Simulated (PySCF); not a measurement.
A geometry optimisation on `c1cc[p-]c1`.

Computed with PBE0-D3(BJ)/def2-SVP geometry optimisation, gas phase (PySCF 2.14.0). Start geometry: GFN2-xTB. A driver script takes a list of jobs; this job's settings line and coordinates (Å) are shown.

Input:
```
{"job": {"xc": "PBE0", "basis": "def2-SVP", "d3": "d3bj", "grid": 1, "kind": "geom"}, "charge": -1, "multiplicity": 1}
C     -0.738920    -0.648696    -0.048802
C      0.656276    -0.734998    -0.047850
C      1.260894     0.499995     0.035621
P      0.113170     1.811818     0.115252
C     -1.186940     0.651232     0.034101
H     -1.398523    -1.509910    -0.107437
H      1.205263    -1.670787    -0.106263
H      2.332007     0.662884     0.051686
H     -2.229667     0.944457     0.048512
```

**Question.** Give the output.

**Answer.** 
```
step   0  E = -495.66227055  max force = 0.013329
step   1  E = -495.66430630  max force = 0.003115
step   2  E = -495.66430538  max force = 0.001667
step   3  E = -495.66432346  max force = 0.000354
step   4  E = -495.66432468  max force = 0.000065
optimisation converged
```

Energies in Eh; «max force» is the largest Cartesian gradient component in Eh/bohr.

**Question.** How much energy does the optimisation release, in kJ/mol?

**Answer.** E(step 0) − E(last step) = 0.002054 Eh, which is 5.4 kJ/mol.

**Question.** Give the first gradient maximum in eV/Å.

**Answer.** With 1 Eh/bohr = 51.422 eV/Å, 0.685 eV/Å.

Main results: final energy -495.66432 Eh after 4 steps.

**Question.** Give the final coordinates.

**Answer.** 0.025 Å rms from the input after alignment:
```
atom  x, y, z in Å
C1    -0.7187   -0.6268    0.0219
C2     0.6937   -0.7099    0.0238
C3     1.3070    0.5435    0.1058
P4     0.1358    1.8604    0.1813
C5    -1.1812    0.6897    0.1018
H6    -1.3738   -1.5056   -0.0368
H7     1.2412   -1.6596   -0.0331
H8     2.3939    0.6823    0.1199
H9    -2.2443    0.9553    0.1130
```

**Question.** How long does this job take on an Intel Xeon 6975P-C with one thread (shared host)? And the peak memory of the process?

**Answer.** About 7.8 s, with 0.45 GiB resident at the peak, the Python interpreter and its libraries included.
Labels such as C1 count atoms from 1, the log's own numbers from 0.
